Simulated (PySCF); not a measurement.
Compound: 2(5H)-furanone, C4H4O2.
SMILES: `O=C1C=CCO1`

The calculation used TDDFT CAM-B3LYP/def2-SVPD, vertical, gas phase, core orbitals frozen in the response in PySCF. Geometry: GFN2-xTB; no solvent, vibrations or thermal averaging.

```
state  E (eV)  E (kJ/mol)  λ (nm)       f  |μ| (D)  symmetry     main configurations (H = HOMO, L = LUMO)
   S1    5.15         497   240.8  0.0001     0.05         –                                    H→L (92%)
   S2    6.56         633   189.0   0.296     3.45        A′                                  H-1→L (93%)
   S3    7.09         684   174.9   0.048     1.34        A′                                  H-2→L (95%)
   S4    7.82         755   158.5  0.0008     0.17         –         H-3→L (74%), H→L+5 (12%), H→L+4 (9%)
   S5    7.88         761   157.3  0.0037     0.35        A″                                H-1→L+1 (87%)
   S6    8.04         776   154.2   0.032     1.02        A′        H→L+1 (54%), H→L+2 (31%), H→L+3 (10%)
   S7    8.06         778   153.8  0.0001     0.06         –        H→L+5 (35%), H→L+4 (26%), H-3→L (22%)
   S8    8.51         821   145.6   0.014     0.65        A″  H-1→L+3 (41%), H-2→L+1 (30%), H-1→L+2 (20%)
```

Triplets (Tamm–Dancoff): T1 4.15 eV, H-1→L (79%), H-2→L (16%); T2 4.73 eV, H→L (89%); T3 5.53 eV, H-2→L (68%), H-1→L (14%).

The lowest singlet lies at 5.15 eV (241 nm, ultraviolet) and is dark (f under 0.0005); its leading configuration is HOMO→LUMO (92%). The strongest level in the table is S2 at 6.56 eV (189 nm, f = 0.296). Löwdin shares by element: HOMO oxygen 76%, carbon 19% or more; LUMO carbon 67% or more, oxygen 12% or more (atoms not listed hold the other 21%). Orbital energies (eV): HOMO-3 -12.29, HOMO-2 -10.70, HOMO-1 -9.73, HOMO -9.60, LUMO -0.32, LUMO+1 1.12, LUMO+2 1.81. The listed states span 3.36 eV, and the widest gap between neighbours is 1.41 eV (S1 to S2). Weighted by f, the mean energy of these states is 6.83 eV. Symmetry labels in Cs follow from the direction of the transition dipole and are given only for states with f of 0.002 or more. Singlets were solved by full linear response, triplets in the Tamm–Dancoff approximation.

Time: 20 s wall. Hardware: one thread of an Arm Neoverse V1, no GPU, shared host.
